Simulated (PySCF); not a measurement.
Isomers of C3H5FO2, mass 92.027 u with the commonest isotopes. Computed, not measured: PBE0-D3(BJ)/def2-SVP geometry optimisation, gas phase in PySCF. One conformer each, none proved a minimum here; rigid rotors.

Question: Order these by rotational constant B, largest first.
A. `[CH3:1][C@@H:2]([F:3])[O:4][CH:5]=[O:6]` with C1–C2–O4–C5 154°, C2–O4–C5–O6 -3°
B. `[CH3:1][O:2][C@@H:3]1[O:4][C@H:5]1[F:6]` with C1–O2–C3–O4 -81°
C. `[OH:1][CH2:2][C@@H:3]1[O:4][C@@H:5]1[F:6]` with H–O1–C2–C3 59°, O1–C2–C3–O4 -67°

Answer: A (2509 MHz), C (2427 MHz), B (2020 MHz).

Question: Order these by rotational constant A, smallest first.
A. `[OH:1][CH2:2][C@@H:3]1[O:4][C@@H:5]1[F:6]` with H–O1–C2–C3 59°, O1–C2–C3–O4 -67°
B. `[CH3:1][C@@H:2]([F:3])[O:4][CH:5]=[O:6]` with C1–C2–O4–C5 154°, C2–O4–C5–O6 -3°
C. `[CH3:1][O:2][C@@H:3]1[O:4][C@H:5]1[F:6]` with C1–O2–C3–O4 -81°

Answer: B (7118 MHz), A (7793 MHz), C (12810 MHz).

Question: Order these by dipole moment, smallest first.
A. `[CH3:1][C@@H:2]([F:3])[O:4][CH:5]=[O:6]` with C1–C2–O4–C5 154°, C2–O4–C5–O6 -3°
B. `[CH3:1][O:2][C@@H:3]1[O:4][C@H:5]1[F:6]` with C1–O2–C3–O4 -81°
C. `[OH:1][CH2:2][C@@H:3]1[O:4][C@@H:5]1[F:6]` with H–O1–C2–C3 59°, O1–C2–C3–O4 -67°

Answer: C (1.67 D), B (2.11 D), A (2.43 D).

```
            SMILES  point group  Ia (u·Å²)  Ib (u·Å²)  Ic (u·Å²)      κ  μa (D)  μb (D)  μc (D)
 CO[C@@H]1O[C@H]1F           C1      39.45     250.15     265.24  -0.98    2.00    0.60    0.31
    C[C@@H](F)OC=O           C1      71.00     201.41     233.79  -0.86    1.20    2.11    0.07
OC[C@@H]1O[C@@H]1F           C1      64.85     208.21     234.23  -0.90    0.90    0.29    1.38
```
